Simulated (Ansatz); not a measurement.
Input file:

```yaml
crystal:
  periodic: [false, false, false]
  atoms:
    - {symbol: Al, position_ang: [0.000000, 0.000000, 0.000000]}
    - {symbol: N, position_ang: [0.000000, 0.000000, 1.789283]}
basis:
  gaussian: {orbitals: cc-pVTZ}
magnetization: {spin_polarized: true, initial_magnetization: 2}
correlation: {method: ccsd_t, electrons: outside_noble_gas}
```

```sh
$ ansatz run in.yaml --threads 1 --pin off --events-out ev --progress --plain --max-ram 2393MiB
```

The program prints:

```
398 factors; integrals over basis functions are off by at most 1.2e-3 eV
mean field evaluation 1: about -8059.4425 eV, gradient 2.0e1 eV
mean field evaluation 2: about -8059.4963 eV, gradient 2.0e1 eV
mean field evaluation 4: about -8062.3345 eV, gradient 2.8e0 eV
mean field evaluation 8: about -8062.6560 eV, gradient 8.6e-1 eV
mean field evaluation 16: about -8062.7014 eV, gradient 2.4e-6 eV
mean field evaluation 32: about -8063.0760 eV, gradient 6.2e-4 eV
mean field evaluation 64: about -8059.4425 eV, gradient 2.0e1 eV
mean field evaluation 96: about -8063.0598 eV, gradient 3.9e-4 eV
mean field evaluation 128: about -8062.7014 eV, gradient 2.3e-2 eV
mean field evaluation 160: about -8060.4279 eV, gradient 1.4e-6 eV
...
mean field evaluation 1056: about -8056.5145 eV, gradient 1.6e1 eV
mean field evaluation 1088: about -8061.3827 eV, gradient 3.0e-1 eV
mean field evaluation 1120: about -8061.3990 eV, gradient 1.4e-1 eV
mean field evaluation 1152: about -8061.4583 eV, gradient 6.4e-1 eV
mean field evaluation 1184: about -8058.5497 eV, gradient 1.3e0 eV
mean field evaluation 1216: about -8051.0964 eV, gradient 1.4e1 eV
mean field evaluation 1248: about -8061.3972 eV, gradient 1.5e-1 eV
mean field evaluation 1280: about -8061.4023 eV, gradient 1.5e-1 eV
mean field evaluation 1312: about -8054.5578 eV, gradient 2.2e1 eV
mean field -8063.07598015 eV, -296.3125769213 hartree, gradient 3.0e-6 eV, S^2 2.152184; 19 other end points of the search recorded, 0 dependent functions left out
determinant -8063.07598015 eV, -296.3125769213 hartree, with singles and doubles -8068.67451435 eV, -296.5183192583 hartree
determinant -8063.05977721 eV, -296.3119814744 hartree, with singles and doubles -8068.68346838 eV, -296.5186483130 hartree
determinant -8062.70144627 eV, -296.2988130551 hartree, with singles and doubles -8068.67250629 eV, -296.5182454636 hartree
determinant -8060.42793205 eV, -296.2152629486 hartree, with singles and doubles -8065.31014309 eV, -296.3946808949 hartree
determinant -8059.93183043 eV, -296.1970315504 hartree, with singles and doubles -8066.12426355 eV, -296.4245992699 hartree
determinant -8059.70775415 eV, -296.1887968989 hartree, with singles and doubles -8066.23710415 eV, -296.4287460855 hartree
determinant -8059.68476714 eV, -296.1879521418 hartree, with singles and doubles -8065.51812695 eV, -296.4023241610 hartree
determinant -8063.07598015 eV, -296.3125769213 hartree, with singles and doubles -8068.62628571 eV, -296.5165468885 hartree
determinant -8063.05977721 eV, -296.3119814744 hartree, with singles and doubles -8068.61692013 eV, -296.5162027099 hartree
determinant -8062.70144627 eV, -296.2988130551 hartree, with singles and doubles -8068.63553389 eV, -296.5168867529 hartree
6 core orbitals not correlated: weight in the atoms' cores, before any rotation towards them, 1.000 or more for the frozen orbitals, at most 0.000 for the correlated occupied ones
reference -8062.70144627 eV, -296.2988130551 hartree; 5, 3 occupied and 53, 55 virtual orbitals, 398 factors
second order -5.07226515 eV of doubles, -0.00000000 eV of singles
cycle   1  -5.93408732 eV  change    3.0e-7 eV  update   6.9e-7
perturbative correction -0.27753004 eV, -0.0101990407 hartree
Total energy: -8068.91306363 eV, -296.5270857827 hartree
```

For the same geometry and basis UCCSDT(Q) lies 90.5 meV lower.

Ran on 1 thread of Arm Neoverse V2, shared host: 14 s wall, 0.18 GiB peak host memory.
